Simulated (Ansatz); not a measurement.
1T (CdI2-type) VSe2 (undistorted form, which takes a superstructure on cooling), treated with r²SCAN-D4 (Ansatz, an electronic-structure program, plane waves, PAW).

Numerical settings: plane-wave cutoff 560 eV, 18×18×10 k mesh (along the axes of the cell as run), Fermi–Dirac smearing 0.05 eV, spin-polarised with parallel moments, scalar-relativistic PAW data made under PBE.

Cell (relaxed at this level):

```xyz
3
Lattice="3.4100 0.0000 0.0000 -1.7050 2.9531 0.0000 0.0000 0.0000 6.1786" Properties=species:S:1:pos:R:3 pbc="T T T"
V      0.0000     0.0000     0.0000
Se     0.0000     1.9687     1.5301
Se     1.7050     0.9844     4.6485
```
Starting moments (μB, in the order of the record's atoms V Se Se): 2.0 0.0 0.0.

Task: What does this level give for the bulk modulus?

Result: 
* **bulk modulus**: 29.0 GPa

The run finds no gap.

Note: the magnetic order was assumed, not searched for or taken from measurement; the bulk modulus comes from volumes at which shape and atoms were relaxed.

The result took about 30 core-minutes (a rough figure).
